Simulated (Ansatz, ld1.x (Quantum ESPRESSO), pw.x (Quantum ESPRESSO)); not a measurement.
# technetium (Tc): does the TM potential hold in the solid?

ld1.x (Quantum ESPRESSO) 7.5 input, shortened:

```
&input
   title='Tc', zed=43., rel=1, dft='PW', iswitch=3,
   config='[Kr] 4d5 5s2 5p0'
 /
 &inputp
   pseudotype=2, tm=.true., lloc=0,
   nlcc=.true., rcore=0.95
 /
3
5P  2  1   0.00   0.00  3.20  3.20  0.0
4D  3  2   5.00   0.00  1.70  1.70  0.0
5S  1  0   2.00   0.00  2.30  2.30  0.0
 &test
   configts(1)='4d5 5s2 5p0'
 /
```

Atomic tests: cutoffs needed: 45 Ry and 55 Ry (the cutoffs (Ry, on a coarse ladder) from which the occupation-weighted sum of valence levels, in a spherical-Bessel basis at the reference potential, stays within 10 and 1 mRy of its value at 400 Ry); ghost test: no extra level below or beside the all-electron valence levels (p, d, s, f tested) (spherical-Bessel basis up to 400 Ry, 20 bohr box); largest excitation error: -238 meV (all-electron minus pseudo) for 4d4 5s0 5p0, out of 7 test configurations.

Crystal test: sc Tc in pw.x 7.5, no spin, 13³ k-points, Fermi–Dirac smearing 0.01 Ry, cutoffs 70/280 Ry. The lattice is a test structure that the element need not adopt, and mesh and smearing are coarse.

pw.x input:

```
&control
  calculation='scf', prefix='x', pseudo_dir='./', outdir='./tmp', tstress=.true., disk_io='none'
/
&system
  ibrav=0, nat=1, ntyp=1, ecutwfc=70, ecutrho=280, nbnd=11,
  occupations='smearing', smearing='fd', degauss=0.01
/
&electrons
  conv_thr=1e-09, mixing_beta=0.4, electron_maxstep=70
/
ATOMIC_SPECIES
Tc 1.0 Tc.UPF
CELL_PARAMETERS angstrom
  2.48993285 0.00000000 0.00000000
  0.00000000 2.48993285 0.00000000
  0.00000000 0.00000000 2.48993285
ATOMIC_POSITIONS crystal
Tc 0.0000 0.0000 0.0000
K_POINTS automatic
13 13 13 0 0 0
```

```bash
pw.x < Tc.scf.in > Tc.scf.out
```

How does the run end?

It converges; the pressure is 19.01 GPa against -0.20 GPa from all-electron LAPW. The largest radius (3.20 bohr) exceeds half the bond length (2.35 bohr), so the spheres overlap, which is one possible source of error among others. This is a poor potential for the solid. The log shows:

```
     using ibrav=0 with symmetry is DISCOURAGED, use correct ibrav instead
     lattice parameter (alat)  =       4.7053  a.u.
     unit-cell volume          =     104.1740 (a.u.)^3
     number of electrons       =         7.00
     number of Kohn-Sham states=           11
     kinetic-energy cutoff     =      70.0000  Ry
     charge density cutoff     =     280.0000  Ry
     scf convergence threshold =      1.0E-09
     Exchange-correlation= PW
     number of k points=    84  Fermi-Dirac smearing, width (Ry)=  0.0100
     iteration #  1     ecut=    70.00 Ry     beta= 0.40
     total energy              =     -39.55915773 Ry
     estimated scf accuracy    <       0.00546200 Ry
     iteration #  2     ecut=    70.00 Ry     beta= 0.40
     total energy              =     -39.55855959 Ry
     estimated scf accuracy    <       0.00178921 Ry
     iteration #  3     ecut=    70.00 Ry     beta= 0.40
     total energy              =     -39.55860786 Ry
     estimated scf accuracy    <       0.00000083 Ry
     iteration #  4     ecut=    70.00 Ry     beta= 0.40
     total energy              =     -39.55860816 Ry
     estimated scf accuracy    <       0.00000023 Ry
     iteration #  5     ecut=    70.00 Ry     beta= 0.40
     total energy              =     -39.55860817 Ry
     estimated scf accuracy    <          7.6E-09 Ry
     iteration #  6     ecut=    70.00 Ry     beta= 0.40
     the Fermi energy is    14.4664 ev
!    total energy              =     -39.55860817 Ry
     estimated scf accuracy    <          6.8E-10 Ry
     smearing contrib. (-TS)   =      -0.00537509 Ry
     The total energy is F=E-TS. E is the sum of the following terms:
     one-electron contribution =      11.99429744 Ry
     hartree contribution      =       1.50061068 Ry
     xc contribution           =     -23.50106921 Ry
     ewald contribution        =     -29.54707199 Ry
     convergence has been achieved in   6 iterations
          total   stress  (Ry/bohr**3)                   (kbar)     P=      190.10
     Message from routine punch:
     Nothing written, as per user request (disk_io='none')
```
